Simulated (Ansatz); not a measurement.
**fcc Ni**

Calculation: rVV10 (PAW; Ansatz, a program for electronic structure).

Numerical settings: plane-wave cutoff 520 eV, 26×26×26 k mesh, Fermi–Dirac smearing 0.05 eV, spin-polarised with parallel moments, scalar-relativistic PAW data made under PBE.

Cell (relaxed at this level):

```
CELL_PARAMETERS angstrom
      0.00000     1.76860     1.76860
      1.76860     0.00000     1.76860
      1.76860     1.76860     0.00000
ATOMIC_POSITIONS crystal
  Ni 0.00000 0.00000 0.00000
```
Starting moments (μB, in the order of the record's atoms Ni): 0.8.

For fcc Ni, the bulk modulus B0 is 194 GPa and the band gap is zero (no gap). The magnetic moment per atom (the cell's total over its atoms) is 0.63 μB and the pressure derivative B′ of the bulk modulus is 4.8.

Measured, for comparison: bulk modulus 192 GPa (0 K value with the zero-point phonon effect removed, our sources range from 186 to 195; as tabulated in Mejia-Rodriguez and Trickey (2018), arXiv:1807.09216). Computed (rounded) less measured: bulk modulus +1 % (inside the range of the sources held).

Moments are spin moments.

The result took very roughly 2.9 core-minutes.
